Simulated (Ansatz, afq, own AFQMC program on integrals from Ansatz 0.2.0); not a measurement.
## Where AFQMC and coupled cluster stand for B₂H₂, triplet

```xyz
4

B     0.0000    0.0000    0.7529
B     0.0000    0.0000   -1.0096
H     0.0000    1.0240    1.3765
H     0.0000   -1.0240    1.3765
```

Connectivity, by distances: BH2–B.

Basis 6-31G. Only valence electrons are correlated. Integrals, coupled cluster, full CI and functionals: Ansatz 0.2.0; the random walks run on the same integrals in our own AFQMC program. The CISD trial takes its coefficients from CCSD amplitudes. Released means that phaseless walkers are propagated on without the constraint, phases kept. Uncertainties: one standard error, sampling alone.

Determinant: UHF, the one that the program's search chose, which needn't be the lowest solution. The geometry is a PBE0/def2-TZVP stationary point of this or a neighbouring charge and spin state.

Full CI on the same integrals is exact in this basis and with this determinant's frozen core.

The T1 diagnostic is 0.0362. The weight of the determinant in the CISD state is 0.904. The ⟨S²⟩ of the determinant is 2.002 and the size of the correlated space is 8 electrons in 20 orbitals.

```
  level  correlation energy (eV)
    MP2                  -2.0160
   CCSD                  -2.7528
CCSD(T)                  -2.8276
```

Problem. Estimate where phaseless AFQMC with the Hartree–Fock trial lies against CCSD(T) on the same integrals.

Solution. 0.9 ± 1.7 kJ/mol below CCSD(T). The gap is under twice the noise, so this walk alone can't tell the two apart.

Reference: full CI, correlation energy -2.862 eV. The released energy is read at 2.40 1/Eh (meV from the phaseless value at times in 1/Eh: -1.5 ± 2.3 at 0.24, -3.6 ± 2.1 at 0.51, -4.0 ± 1.4 at 0.99, -6.6 ± 1.2 at 1.62, -9.0 ± 1.6 at 2.40).

| level | E − E(reference) (kJ/mol) | share of correlation (%) |
| --- | --- | --- |
| CCSD(T) | 3.3 | 98.80 |
| CCSDT | 0.4 | 99.86 |
| CCSDT(Q) | 0.1 | 99.97 |
| CCSDTQ | 0.0 | 99.99 |
| ph-AFQMC/HF | 2.4 ± 1.7 | 99.12 |
| ph-AFQMC/CISD | 0.9 ± 0.2 | 99.66 |
| released AFQMC | 0.1 ± 0.2 | 99.97 |

CCSDT and higher add their correlation energy to the determinant of the CCSD(T) run, since their own runs factorise the integrals more tightly (a shift of under 2 meV). A walk keeps the symmetry of its determinant, which the program's search chose and which needn't be the lowest solution, so a lower state of the same spin and another symmetry isn't excluded. Released energies are given only where the last usable release times agree within the noise; a slower fall can still hide under it.
